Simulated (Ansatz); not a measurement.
# H2S: interaction energy of a dimer with the counterpoise correction in Python

How strongly do two molecules of H2S bind, and how much of that is basis error? The task is the interaction energy of a dimer with the counterpoise correction, for H2S. SMILES: S.

Computed with Ansatz 0.2.0, driven from Python. Level of theory: PBE+D4/def2-SVPD.

**1. The system**

Bond lengths: S1–H2 1.326 Å, S1–H3 1.326 Å. Angles: H2–S1–H3 92.5°.

The script holds or builds the structure itself.

**2. Script**

dimer_h2s.py reads:

```python
"""Interaction energy of two H2S molecules, with the counterpoise correction."""

import ansatz

SETTINGS = {
    "basis": "def2-SVPD",
    "xc": "pbe",
    "dispersion": "d4",
}

FIRST = [
    ("S", (0.489, -0.277, 0.2407)),
    ("H", (0.0977, 0.9873, 0.1611)),
    ("H", (-0.5867, -0.7103, -0.4018)),
]
SECOND = [
    ("S", (3.8908, -0.9592, 1.2368)),
    ("H", (4.3493, -1.5749, 2.3177)),
    ("H", (4.6507, 0.1059, 1.4509)),
]

def energy(atoms, ghosts=()):
    molecule = ansatz.Crystal.molecule()
    for symbol, xyz in atoms:
        molecule = molecule.atom(symbol, xyz)
    calc = (
        molecule.calculation()
        .basis(gaussian=SETTINGS["basis"])
        .functional(SETTINGS["xc"], dispersion=SETTINGS["dispersion"])
    )
    deck = calc.input()
    if ghosts:
        deck = deck.set(ansatz.key.basis.gaussian.ghost_atoms, [{"symbol": s, "position_ang": list(xyz)} for s, xyz in ghosts])
    return ansatz.Session.from_dict(deck).plan().execute().report["free_energy_ev"]

# monomers in their own basis and in the basis of the dimer
both = energy(FIRST + SECOND)
alone = energy(FIRST) + energy(SECOND)
ghosted = energy(FIRST, SECOND) + energy(SECOND, FIRST)
print(f"dimer {both:.6f} eV")
print(f"interaction, uncorrected   {23.060548 * (both - alone):8.3f} kcal/mol")
print(f"interaction, counterpoise  {23.060548 * (both - ghosted):8.3f} kcal/mol")
print(f"basis-set superposition    {23.060548 * (alone - ghosted):8.3f} kcal/mol")
```

**3. The calls as engine input**

The engine receives this input (first run):

```yaml
crystal:
  periodic: [false, false, false]
  atoms:
    - { symbol: S, position_ang: [0.489, -0.277, 0.2407] }
    - { symbol: H, position_ang: [0.0977, 0.9873, 0.1611] }
    - { symbol: H, position_ang: [-0.5867, -0.7103, -0.4018] }
    - { symbol: S, position_ang: [3.8908, -0.9592, 1.2368] }
    - { symbol: H, position_ang: [4.3493, -1.5749, 2.3177] }
    - { symbol: H, position_ang: [4.6507, 0.1059, 1.4509] }
basis:
  gaussian:
    orbitals: def2-SVPD
hamiltonian:
  xc: pbe
  dispersion: d4
```

**4. Running it**

Started as:

```bash
> python dimer_h2s.py
```

The program printed:

```text
dimer -21719.756358 eV
interaction, uncorrected     -0.451 kcal/mol
interaction, counterpoise    -0.100 kcal/mol
basis-set superposition       0.351 kcal/mol
```

Wall time 3.8 s (1 thread of Arm Neoverse V2, shared host); peak memory 0.16 GiB.

**5. Inputs of later runs**

The engine's inputs for some of the other runs:

Run 2, against run 1:

```diff
@@ -7,3 +6,0 @@
-    - { symbol: S, position_ang: [3.8908, -0.9592, 1.2368] }
-    - { symbol: H, position_ang: [4.3493, -1.5749, 2.3177] }
-    - { symbol: H, position_ang: [4.6507, 0.1059, 1.4509] }
```

Run 3, against run 1:

```diff
@@ -4,3 +3,0 @@
-    - { symbol: S, position_ang: [0.489, -0.277, 0.2407] }
-    - { symbol: H, position_ang: [0.0977, 0.9873, 0.1611] }
-    - { symbol: H, position_ang: [-0.5867, -0.7103, -0.4018] }
```

Run 4, against run 1:

```diff
@@ -7,3 +6,0 @@
-    - { symbol: S, position_ang: [3.8908, -0.9592, 1.2368] }
-    - { symbol: H, position_ang: [4.3493, -1.5749, 2.3177] }
-    - { symbol: H, position_ang: [4.6507, 0.1059, 1.4509] }
@@ -12,0 +10,4 @@
+    ghost_atoms:
+      - { symbol: S, position_ang: [3.8908, -0.9592, 1.2368] }
+      - { symbol: H, position_ang: [4.3493, -1.5749, 2.3177] }
+      - { symbol: H, position_ang: [4.6507, 0.1059, 1.4509] }
```

**6. Run by run**

One row for each of the 5 runs:

| run | system | ghost atoms | energy (eV) | SCF cycles | CPU time (s) |
| --- | --- | --- | --- | --- | --- |
| 1 | H4S2 | not set | -21719.7564 | 11 | 1.1 |
| 2 | H2S | not set | -10859.8684 | 12 | 0.28 |
| 3 | H2S | not set | -10859.8684 | 12 | 0.28 |
| 4 | H2S | a list of 3 | -10859.8758 | 11 | 0.87 |
| 5 | H2S | a list of 3 | -10859.8762 | 11 | 0.87 |

Totals carry meaning only in balanced differences at one level of theory.

**7. Summary of results**

```
                        quantity            value
 interaction energy, uncorrected  -0.451 kcal/mol
interaction energy, counterpoise  -0.100 kcal/mol
                   runs compared                5
```

**Reading.** The counterpoise correction takes away 78 % of the apparent binding. Uncorrected it is -0.451 kcal/mol, with the counterpoise correction -0.100 kcal/mol; the difference, 0.35 kcal/mol, is the superposition error. The dimer is a generated trial pose of unrelaxed monomers, not a minimum, so the figure is no binding energy, and the basis set is small.
